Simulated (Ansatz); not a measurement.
Predict the output of the script below (Ansatz 0.2.0, Python API).

`hno_opt.py`
```python
# -*- coding: utf-8 -*-
import itertools

import ansatz as az
from ase.data import atomic_numbers, covalent_radii
import numpy as np
import pandas as pd

hno = (
    az.Crystal.molecule()
    .atom('N', (-0.0825, 0.4217, 0.0))
    .atom('O', (0.9719, -0.2213, 0.0))
    .atom('H', (-0.8894, -0.2003, 0.0))
)

job = (
    hno.calculation()
    .basis(gaussian='6-31G*')
    .functional('pbe')
)
symbols = [site.symbol for site in hno.cartesian_sites]
start = np.array([site.position_ang for site in hno.cartesian_sites], dtype=float)
def progress(event):
    if event['event'] == 'relax_step':
        row = event['data']
        print(f'step {row["step"]:3d}  E = {row["lagrangian_ev"]:.6f} eV  largest force component {row["allowed_force_max_ev_ang"]:.4f} eV/A')


report = job.relax(force_tolerance=0.02).session().plan().execute(on_event=progress).report
end = np.array(report['positions_ang'])

print(f'E = {report["free_energy_ev"]:.6f} eV = {report["free_energy_ev"] / 27.211386246:.7f} Ha')
print('converged:', report['converged'], ' doubts:', report['published_state_doubts'] or 'none')

radius = [covalent_radii[atomic_numbers[s]] for s in symbols]
span = lambda where, i, j: np.linalg.norm(where[i] - where[j])
bonded = [(i, j) for i, j in itertools.combinations(range(len(symbols)), 2) if min(span(start, i, j), span(end, i, j)) < 1.2 * (radius[i] + radius[j])]
print('pair        before    after (A)')
for i, j in bonded:
    print(f'{symbols[i]}{i}-{symbols[j]}{j}'.ljust(10), f'{span(start, i, j):8.4f} {span(end, i, j):8.4f}')
for first, second in list(itertools.combinations(bonded, 2)):
    shared = set(first) & set(second)
    if shared and symbols[(j := shared.pop())] != 'H':
        i, k = sorted((set(first) | set(second)) - {j})
        u, v = end[i] - end[j], end[k] - end[j]
        angle = np.degrees(np.arccos(np.clip(u @ v / np.linalg.norm(u) / np.linalg.norm(v), -1, 1)))
        print(f'final angle {symbols[i]}{i}-{symbols[j]}{j}-{symbols[k]}{k}: {angle:.2f} deg')

charges = report['charge_distribution']
table = pd.DataFrame({'atom': symbols, 'mulliken': charges['mulliken_charges_e'], 'lowdin': charges['lowdin_charges_e']})
print(table.round(3).to_string())
print('dipole (e A):', np.round(charges['dipole_moment_e_ang'], 4) + 0.0)
```

```console
$ python hno_opt.py
step   1  E = -3546.529603 eV  largest force component 2.5534 eV/A
step   2  E = -3546.606762 eV  largest force component 0.9813 eV/A
step   3  E = -3546.622055 eV  largest force component 0.2126 eV/A
step   4  E = -3546.623044 eV  largest force component 0.0424 eV/A
step   5  E = -3546.623079 eV  largest force component 0.0068 eV/A
E = -3546.623089 eV = -130.3359945 Ha
converged: True  doubts: none
pair        before    after (A)
N0-O1        1.2350   1.2163
N0-H2        1.0188   1.0914
final angle O1-N0-H2: 108.34 deg
  atom  mulliken  lowdin
0    N    -0.063   -0.09
1    O    -0.197   -0.07
2    H     0.260    0.16
dipole (e A): [-0.2786 -0.1389  0.    ]
```

Notes:
- These settings explore the input space; basis and method may be short of convergence.
- The end point is the stationary point reached from this start; no frequency run checks that it is a minimum, and the basis set is modest.
- The Löwdin charges here are taken after orthogonalising the functions within each atom; they differ from plain Löwdin charges, and their signs can be unphysical.
- Timing: 3.8 s on 1 thread of Arm Neoverse V1, on a shared host, peak memory 0.2 GiB.

(A comment or docstring line of the script was reworded after the run, the code is as it ran; lines on the test bed's own set-up are left out of the output.)
